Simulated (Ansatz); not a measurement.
Wavefunction ladder for C2H3FS, SMILES `F/C=C\S`

Cartesian coordinates in Å:
```
F -1.0518 1.1361 0.6282
C 0.1948 0.6448 0.6112
C 0.5330 -0.3808 -0.1525
S -0.4916 -1.2732 -1.2411
H 0.8683 1.1703 1.2750
H 1.5583 -0.7257 -0.1163
H -1.6111 -0.5715 -1.0045
```

Charge 0, multiplicity 1. All single points use the PBE0-D4/def2-TZVP geometry. It is one conformer, not always the lowest. Frozen core, restricted reference, Ansatz 0.2.0. CBS rows extrapolate triple and quadruple zeta; past MP2 they add the triple-zeta difference.

```tsv
basis	HF (Eh)	MP2 corr.	CCSD corr.	(T)	CCSD(T) total
def2-SVP	-574.14864	-0.57775	-0.61415	-0.01821	-574.78100
def2-TZVPP	-574.50276	-0.74396	-0.77489	-0.03267	-575.31032
def2-QZVPP	-574.52202	-0.80469	–	–	–
CBS(def2)	-574.52467	-0.84968	-0.88061	as TZ	-575.43795
```
